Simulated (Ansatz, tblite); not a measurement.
Removing an electron: Mg(OH)2 (MgO₂H₂). Charge 0, multiplicity 1. Geometry: r2SCAN-D4/def2-TZVP. Ansatz, gas phase; energy differences of separate SCF runs; the oxidised species was run as a doublet alone.

```xyz
5

Mg   -0.0144   -0.0264    0.0033
O    -1.4296    0.7820    0.6664
H    -2.1373    1.3636    0.9119
O     1.3672   -0.8970   -0.6523
H     2.2140   -1.2222   -0.9292
```

The xTB rows come from tblite. Correlated methods freeze 3 core orbitals; core or outer-core shells of Mg are correlated, in sets that lack core-valence functions.

**Question.** Estimate orbital energies and vertical ionisation energies at: GFN1-xTB; GFN2-xTB; HF/def2-TZVPP; PBE-D4/def2-TZVP; r2SCAN-D4/def2-TZVP; PBE0-D4/def2-TZVP; MP2/def2-TZVPP; CCSD/def2-TZVPP; CCSD(T)/def2-TZVPP.

**Answer.** 
```json
{"level": "GFN1-xTB", "−HOMO (eV)": "12.46", "vertical IE (eV)": "16.83", "−LUMO (eV)": "8.93", "HOMO–LUMO gap (eV)": "3.53"}
{"level": "GFN2-xTB", "−HOMO (eV)": "11.32", "vertical IE (eV)": "15.30", "−LUMO (eV)": "9.85", "HOMO–LUMO gap (eV)": "1.48"}
{"level": "HF/def2-TZVPP", "−HOMO (eV)": "–", "vertical IE (eV)": "9.17", "−LUMO (eV)": "–", "HOMO–LUMO gap (eV)": "–"}
{"level": "PBE-D4/def2-TZVP", "−HOMO (eV)": "6.24", "vertical IE (eV)": "9.71", "−LUMO (eV)": "1.75", "HOMO–LUMO gap (eV)": "4.49"}
{"level": "r2SCAN-D4/def2-TZVP", "−HOMO (eV)": "6.56", "vertical IE (eV)": "9.82", "−LUMO (eV)": "1.17", "HOMO–LUMO gap (eV)": "5.39"}
{"level": "PBE0-D4/def2-TZVP", "−HOMO (eV)": "7.87", "vertical IE (eV)": "10.14", "−LUMO (eV)": "0.99", "HOMO–LUMO gap (eV)": "6.88"}
{"level": "MP2/def2-TZVPP", "−HOMO (eV)": "–", "vertical IE (eV)": "11.12", "−LUMO (eV)": "–", "HOMO–LUMO gap (eV)": "–"}
{"level": "CCSD/def2-TZVPP", "−HOMO (eV)": "–", "vertical IE (eV)": "10.77", "−LUMO (eV)": "–", "HOMO–LUMO gap (eV)": "–"}
{"level": "CCSD(T)/def2-TZVPP", "−HOMO (eV)": "–", "vertical IE (eV)": "10.86", "−LUMO (eV)": "–", "HOMO–LUMO gap (eV)": "–"}
```

Relaxing the oxidised species (r2SCAN-D4/def2-TZVP) changes its energy by -0.13 eV at PBE-D4/def2-TZVP, so the adiabatic ionisation energy to this nearest minimum is 9.59 eV. At PBE0-D4/def2-TZVP it is 10.07 eV.   Raw xTB energy differences between charge states are shifted by several eV; the methods need an empirical correction for them.
